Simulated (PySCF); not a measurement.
Compound: CHClF2.
Z-matrix (Å and degrees, PBE0-D3(BJ)/def2-TZVP geometry), rows numbered from 1:
```
F 
C   1  1.3342
F   2  1.3344  1  108.27
Cl  2  1.7630  1  109.72  3   119.78
H   2  1.0904  1  110.03  3  -120.26
```

All values: wB97X-D/pcSseg-2 (PySCF, non-relativistic), on one gas-phase PBE0-D3(BJ)/def2-TZVP geometry that isn't relaxed in the solvent. The solvent is an IEF-PCM continuum (Bondi radii, 1.10 Å for H, scaled by 1.2). The model holds no explicit solvent molecules, cavitation or dispersion.

Gas phase at wB97X-D/pcSseg-2: HOMO -11.58 eV, LUMO 2.07 eV, dipole 1.50 D.

What does the continuum do to the energy, the frontier levels and the dipole at wB97X-D/pcSseg-2 in chloroform?

```csv
solvent,ε,E(solvent) − E(gas) (kcal/mol),polarisation term (kcal/mol),distortion of the solute (kcal/mol),HOMO (eV),LUMO (eV),dipole (D)
chloroform,4.711,-1.96,-2.17,0.21,-11.49,2.31,1.77
```

The first energy column is the sum of the next two and covers electrostatics alone.

Which radius a makes the point-dipole formula ΔE = −[(ε − 1)/(2ε + 1)]·μ²/a³ give the value in chloroform, with the gas-phase dipole?

μ = 0.590 au and |ΔE| = 0.00312 Eh give a = 1.81 Å; the farthest nucleus lies 1.66 Å from the centroid of the nuclei. The formula assumes a rigid point dipole at the centre of a sphere.

The pairwise dispersion term of wB97X-D wasn't added to the energies; at a given geometry it leaves orbitals and properties as they are.
